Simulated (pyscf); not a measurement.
F–C(F)(F)–SiH₂• + H₂ → F–C(F)(F)–SiH₃ + H•, a hydrogen abstraction (doublet surface; H–H broken, H–Si formed). Optimised with ωB97X-D3(BJ)/def2-SVP in PySCF. Energies in kcal/mol from the separated reactants.

Small-basis levels: PySCF, no dispersion term, spherical d functions. AM1 to PM7: differences of heats of formation from MOPAC. GFN2-xTB: tblite. Open shells are spin-unrestricted. 

| level | barrier | reaction energy |
|---|---|---|
| HF/STO-3G | 24.5 | +9.4 |
| HF/3-21G | 21.6 | +10.0 |
| PBE/6-31G* | 13.9 | +12.8 |
| B3LYP/STO-3G | 16.5 | +17.5 |
| B3LYP/3-21G | 17.2 | +17.0 |
| B3LYP/LANL2DZ | 17.6 | +16.5 |
| B3LYP/6-31G* | 15.9 | +13.8 |
| B3LYP/6-311+G** | 16.0 | +14.5 |
| B3LYP/def2-SVP | 13.4 | +12.0 |
| GFN2-xTB | -1.5 | -8.7 |
| AM1 | 29.1 | +35.3 |
| PM3 | 16.1 | +35.4 |
| ωB97M-D3(BJ)/def2-TZVP | 15.8 | +10.2 |

Against the last row the barrier runs from -17.2 (GFN2-xTB) to +13.3 kcal/mol (AM1). At B3LYP/STO-3G, GFN2-xTB, AM1, PM3 this geometry lies under one side, so the entry may be no barrier of that level: it is a single point on another level's saddle. ωB97M-D3(BJ)/def2-TZVP has limits of its own. F–C(F)(F)–SiH₂• lies 35.9 kcal/mol over its isomer F–SiH₂–C•(F)–F (electronic energy, ωB97M-D3(BJ)). This is the saddle that the search found; another between the same sides may lie lower. The angle at the transferred H is 177°.
